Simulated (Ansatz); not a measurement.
Geometry optimisation, UKS PBE/def2-SVP in Ansatz.

Input file:

```yaml
crystal:
  periodic: [false, false, false]
  atoms:
    - { symbol: H, position_ang: [0.222434, -0.608438, 0.007514] }
    - { symbol: Si, position_ang: [0.082661, -1.795243, -0.823405] }
    - { symbol: F, position_ang: [-0.988381, -1.450477, -2.018251] }
    - { symbol: Si, position_ang: [-0.035817, 1.910277, 1.00865] }
    - { symbol: H, position_ang: [-0.448901, -2.952708, -0.027078] }
    - { symbol: H, position_ang: [1.395892, -2.16404, -1.45308] }
    - { symbol: H, position_ang: [-1.435721, 2.32674, 0.643706] }
    - { symbol: H, position_ang: [0.223637, 2.08548, 2.480033] }
    - { symbol: H, position_ang: [0.983897, 2.648509, 0.182011] }
magnetization:
  spin_polarized: true
  initial_magnetization: 1
basis:
  gaussian: { orbitals: def2-SVP }
hamiltonian:
  xc: pbe
relax:
  f_tol: 0.03
  max_steps: 50
```

Command:

```bash
$ ansatz run input.yaml --threads 2 --pin off --max-ram 3072MiB --backend cpu --events-out ev --progress --plain --runs-dir out
```

Problem. Where does it end, and by what steps?

Solution. The forces met the threshold. The force dipped under the threshold on the way, but the program's further checks kept it going. After 4 steps the energy has fallen by 0.051 eV; H8 moved furthest, 0.39 Å.

```json
{"step": "0", "energy less start (eV)": "0.0000", "largest force component (eV/Å)": "0.873", "accepted": "yes"}
{"step": "1", "energy less start (eV)": "-0.0446", "largest force component (eV/Å)": "0.181", "accepted": "yes"}
{"step": "2", "energy less start (eV)": "-0.0495", "largest force component (eV/Å)": "0.033", "accepted": "yes"}
{"step": "3", "energy less start (eV)": "-0.0505", "largest force component (eV/Å)": "0.028", "accepted": "yes"}
{"step": "4", "energy less start (eV)": "-0.0510", "largest force component (eV/Å)": "0.011", "accepted": "yes"}
```

```xyz
9
Properties=species:S:1:pos:R:3
H 0.244 -0.836 -0.089
Si 0.086 -2.054 -0.959
F -0.983 -1.710 -2.153
Si -0.044 2.224 1.172
H -0.445 -3.204 -0.154
H 1.401 -2.422 -1.583
H -1.445 2.622 0.795
H 0.211 2.437 2.640
H 0.975 2.943 0.330
```

Whether the end is a true minimum wasn't checked by a vibrational analysis.

Run time: 4.7 s on 2 threads of Intel(R) Xeon(R) 6975P-C (Granite Rapids), on a shared host, peak memory 0.16 GiB.
